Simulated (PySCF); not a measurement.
Estimate the missing entries of this data sheet.

Diethyl ketone, C5H10O.
SMILES with atom numbers: `[CH3:1][CH2:2][C:3](=[O:4])[CH2:5][CH3:6]` (hydrogens: H7, H8, H9 on C1; H10, H11 on C2; H12, H13 on C5; H14, H15, H16 on C6)

Geometry (PBE0-D3(BJ)/def2-SVP, Å), atoms numbered from 1 in this order:
```xyz
16
C5H10O angstrom
C      2.534   -0.334    0.226
C      1.201   -0.158   -0.472
C      0.034   -0.007    0.483
O      0.188   -0.028    1.681
C     -1.335    0.171   -0.141
C     -2.447    0.328    0.877
H      3.354   -0.422   -0.501
H      2.745    0.518    0.888
H      2.531   -1.235    0.857
H      0.978   -1.009   -1.141
H      1.205    0.725   -1.136
H     -1.283    1.039   -0.822
H     -1.515   -0.694   -0.805
H     -3.419    0.469    0.383
H     -2.260    1.192    1.531
H     -2.512   -0.556    1.527
```

```csv
property,level,value
point group,PBE0-D3(BJ)/def2-SVP,C2v
"rotational constants A, B, C",PBE0-D3(BJ)/def2-SVP,?
dipole moment,B3LYP/def2-SVPD,?
HOMO energy,B3LYP/def2-SVPD,?
LUMO energy,B3LYP/def2-SVPD,-0.66 eV
lowest singlet excitation,TDDFT B3LYP/def2-SVPD,"4.50 eV (276 nm, f = 0.000)"
strongest line among the 10 lowest singlet transitions,TDDFT B3LYP/def2-SVPD,"S6 at 7.84 eV (158 nm, f = 0.042)"
lowest triplet excitation (Tamm–Dancoff),TDA B3LYP/def2-SVPD,?
static isotropic polarisability,B3LYP/def2-SVPD,65.5 au
vertical ionisation energy,ΔSCF B3LYP/def2-SVPD,9.42 eV
electronic spatial extent ⟨r²⟩ about the centre of nuclear charge,B3LYP/def2-SVPD,?
13C chemical shifts (computed TMS as zero) by class,GIAO PBE0/pcSseg-1,"213.5 (C3), 37.2 (C2/C5), 8.7 (C1/C6) ppm"
1H chemical shifts (computed TMS as zero) by class,GIAO PBE0/pcSseg-1,"2.23 (H10/H11/H12/H13), 1.03 (H7/H8/H9/H14/H15/H16) ppm"
"isotropic shieldings of nuclei other than C and H, by class",GIAO PBE0/pcSseg-1,-325 (O4) ppm
largest of the computed one-bond spin–spin couplings (means over like bonds),"B3LYP/pcJ-1, spin–dipole term left out",?
```

Gas-phase values; electronic properties from PySCF, density fitting. One conformer (not necessarily the lowest) at the PBE0-D3(BJ)/def2-SVP geometry, without solvent or vibrations. NMR classes are plain means over equivalent atoms (diastereotopic ones count apart unless rotation or inversion swaps them), as if these changed places fast; in this geometry the members of some classes differ.

**Question.** The HOMO energy?

**Answer.** -7.00 eV.

**Question.** What is the lowest triplet excitation (Tamm–Dancoff)?

**Answer.** 3.94 eV.

**Question.** What is the electronic spatial extent ⟨r²⟩ about the centre of nuclear charge?

**Answer.** 765 bohr².

**Question.** Give the largest of the computed one-bond spin–spin couplings (means over like bonds).

**Answer.** 13C–1H +134.5 (C1–H7 and 5 like it), 13C–1H +128.1 (C2–H10 and 3 like it), 13C–13C +41.4 (C2–C3 and 1 like it), 13C–13C +40.1 (C1–C2 and 1 like it), 17O–13C +34.3 (O4–C3) Hz.

**Question.** The dipole moment?

**Answer.** 2.82 D.

**Question.** The rotational constants A, B, C?

**Answer.** 8.981, 1.967, 1.681 GHz.

The largest Löwdin shares of the LUMO are 0.37 on C3, 0.34 on O4, 0.07 on C5 and 0.07 on C2. The principal polarisabilities are 53.9, 66.0 and 76.6 au; their mean is the isotropic value. With B = h/(8π²I), that is 505.379 GHz u Å² over I, the principal moments of inertia are 56.3, 256.9 and 300.7 u Å² (most abundant isotopes). The vertical singlet–triplet gap S1 − T1 is 0.56 eV (TDDFT singlet less Tamm–Dancoff triplet; S1: HOMO→LUMO, weight 0.99; T1: HOMO→LUMO, weight 0.98). Point group C2v permits a dipole; with 2.82 D the species has a pure rotational spectrum.
